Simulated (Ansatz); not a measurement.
Process, species as SMILES: C=O (CH2-O) → [CH]=O (CH-O) + H atom
B3LYP-D3(BJ)/def2-TZVP geometries, fixed; electronic energies without zero-point terms.

Effect of the final integration grid (spheres per factor e of radius in core and valence, angular degree) at PBE0/aug-cc-pVTZ with Ansatz (a first-principles code), against the last row, where the bond dissociation energy is 91.92 kcal/mol. Open shells are unrestricted. The default's grid is 13, 11, 36.

```
setting                     largest shift of a total energy (mEh)  shift of the bond dissociation energy (kcal/mol)
--------------------------  -------------------------------------  ------------------------------------------------
accuracy: medium (default)                                  0.000                                             0.000
final_grid: 4, 3, 11                                        0.931                                             0.044
final_grid: 6, 5, 17                                        0.060                                            -0.050
final_grid: 8, 7, 23                                        0.005                                            -0.005
final_grid: 10, 9, 29                                       0.001                                            -0.001
final_grid: 18, 15, 47                                      0.000                                             0.000
final_grid: 26, 22, 59                                      0.000                                             0.000
```

Within 0.02 kcal/mol in the bond dissociation energy: accuracy: medium (default); final_grid: 8, 7, 23; final_grid: 10, 9, 29; final_grid: 18, 15, 47. The largest shift is 0.931 mEh in a total energy and 0.050 kcal/mol in the difference.
